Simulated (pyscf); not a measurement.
# Four-centre exchange: ZnH₂ + HCl -> Cl–ZnH + H₂

Gas phase, singlet surface, charge 0. Bonds broken: Zn1–H2, Cl4–H5. Bonds formed: Zn1–Cl4, H2–H5. Optimised with ωB97X-D3(BJ)/def2-SVP in PySCF.

Transition state (Å):

```xyz
5

Zn     0.7181     0.6478     0.1027
H      1.0861    -0.0630    -1.3765
H      1.0122     1.3704     1.4225
Cl    -1.4552    -0.1494    -0.8419
H     -0.0504    -0.2230    -1.3720
```

One imaginary mode, 944i cm⁻¹; descent along it reached the two sides named, in the forms told below.

| bond | change | reactant side (Å) | saddle | product side |
|---|---|---|---|---|
| Zn1–H2 | breaks | 1.561 | 1.682 | 3.0 |
| Cl4–H5 | breaks | 1.286 | 1.503 | 2.9 |
| Zn1–Cl4 | forms | 2.8 | 2.500 | 2.116 |
| H2–H5 | forms | 2.7 | 1.148 | 0.762 |

Electronic energies relative to the separated reactants (kcal/mol):

```json
[
 {"level": "ωB97X-D3(BJ)/def2-TZVP", "barrier": "5.0", "reaction energy": "-32.1", "reverse barrier": "37.0"},
 {"level": "PBE/def2-TZVP", "barrier": "1.6", "reaction energy": "-29.2", "reverse barrier": "30.7"},
 {"level": "r²SCAN/def2-TZVP", "barrier": "0.9", "reaction energy": "-31.5", "reverse barrier": "32.4"},
 {"level": "B3LYP-D3(BJ)/def2-TZVP", "barrier": "5.1", "reaction energy": "-30.3", "reverse barrier": "35.5"},
 {"level": "PBE0-D3(BJ)/def2-TZVP", "barrier": "2.5", "reaction energy": "-30.1", "reverse barrier": "32.7"},
 {"level": "M06-2X/def2-TZVP", "barrier": "3.0", "reaction energy": "-34.6", "reverse barrier": "37.5"},
 {"level": "ωB97M-D3(BJ)/def2-TZVP", "barrier": "7.2", "reaction energy": "-29.2", "reverse barrier": "36.4"},
 {"level": "HF/def2-TZVP", "barrier": "17.0", "reaction energy": "-31.5", "reverse barrier": "48.5"}
]
```

With ωB97M-D3(BJ)/def2-TZVP energies and thermal terms (ideal gas, 1 atm, RRHO with modes under 100 cm⁻¹ raised to 100, one conformer, R ln 2 for chiral ones without a mode under 150 cm⁻¹), in kcal/mol:

```
T (K)  ΔH‡   ΔG‡     ΔH     ΔG
-----  ---  ----  -----  -----
298    6.1  14.0  -29.5  -28.7
600    5.7  22.3  -28.9  -28.0
900    5.7  30.6  -28.6  -27.7
1200   5.8  38.9  -28.4  -27.4
```

On the reactant side the descent ends in a complex, 4.1 kcal/mol under the separated species and 9.1 kcal/mol under the saddle at ωB97X-D3(BJ)/def2-TZVP. This is the saddle that the search found; another between the same sides may lie lower. Elements up to Kr have no core potential and no relativistic terms here.
